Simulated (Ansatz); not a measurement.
We consider antifluorite Cu₂Se (high-temperature phase), described by PBEsol (Ansatz, a first-principles code, PAW).

Run with plane-wave cutoff 520 eV, 16×16×16 k mesh, Fermi–Dirac smearing 0.05 eV, no spin polarisation, scalar-relativistic PAW data made under PBE.

Cell (relaxed at this level):

```cif
data_Cu8Se4
_chemical_formula_sum 'Cu8 Se4'
_space_group_name_H-M_alt 'Fm-3m'
_space_group_IT_number 225
_space_group_name_Hall '-F 4 2 3'
_cell_length_a 5.71865
_cell_length_b 5.71865
_cell_length_c 5.71865
_cell_angle_alpha 90.000
_cell_angle_beta 90.000
_cell_angle_gamma 90.000
loop_
_atom_site_label
_atom_site_type_symbol
_atom_site_symmetry_multiplicity
_atom_site_Wyckoff_symbol
_atom_site_fract_x
_atom_site_fract_y
_atom_site_fract_z
_atom_site_occupancy
Cu1 Cu 8 c 0.25000 0.25000 0.25000 1
Se1 Se 4 a 0.00000 0.00000 0.00000 1
```
(The calculation used a cell of 3 atoms; values per cell refer to that cell.)

### Question
Estimate the bulk modulus B0 that the calculation returns.

### Answer

bulk modulus B0: 100 GPa

Note: the bulk modulus is −V dP/dV from two relaxed cells at ±2 % in volume; symmetry holds this phase in the static calculation, where it need not be a minimum; the relaxation could not lower the start's symmetry, so the cell can be a saddle point above a distorted one.

Computed values are for the static lattice.

Cost on a shared machine: very roughly 2.9 core-minutes.
